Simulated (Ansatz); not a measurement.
```yaml
crystal:
  periodic: [false, false, false]
  atoms:
    - {symbol: C, position_ang: [-0.761733, -0.057213, -0.002426]}
    - {symbol: F, position_ang: [0.553138, -0.008172, 0.001587]}
    - {symbol: H, position_ang: [-1.349083, 0.835783, -0.001010]}
basis:
  gaussian: {orbitals: def2-TZVP}
magnetization: {spin_polarized: true, initial_magnetization: 2}
hamiltonian: {xc: pbe0}
relax: {f_tol: 0.004, max_steps: 80}
```

```sh
$ ansatz run in.yaml --threads 1 --pin off --events-out ev --progress --plain --max-ram 2176MiB
```

Steps of the relaxation (energy above the last step; positions in Å, forces in eV/Å):

```
3
step 1, 9.9 meV
C    -0.762   -0.057   -0.002    0.897   -0.521    0.001
F     0.553   -0.008    0.002   -0.466   -0.054   -0.002
H    -1.349    0.836   -0.001   -0.431    0.574    0.001
```

```
3
step 2, 1.2 meV
C    -0.755   -0.060   -0.002    0.339   -0.122    0.001
F     0.553   -0.010    0.002   -0.212   -0.028   -0.001
H    -1.356    0.841   -0.001   -0.128    0.149    0.000
```

```
3
step 3, 0.0 meV
C    -0.751   -0.061   -0.002    0.006    0.010    0.000
F     0.553   -0.012    0.002    0.001   -0.007    0.000
H    -1.359    0.843   -0.001   -0.007   -0.004    0.000
```

```
3
step 5, 0.0 meV
C    -0.751   -0.060   -0.002    0.000    0.000    0.000
F     0.553   -0.012    0.002    0.000    0.000    0.000
H    -1.360    0.843   -0.001    0.000    0.000    0.000
```

Close pairs at the end: C1–H3 1.089 Å, C1–F2 1.305 Å.

A stationary point of unrestricted PBE0 after 5 steps, with ⟨S²⟩ = 2.004 against 2.00 for a pure state; no frequencies were run, so it isn't proven a minimum. 2.3 s on 1 thread of AMD EPYC 9R45, shared host.
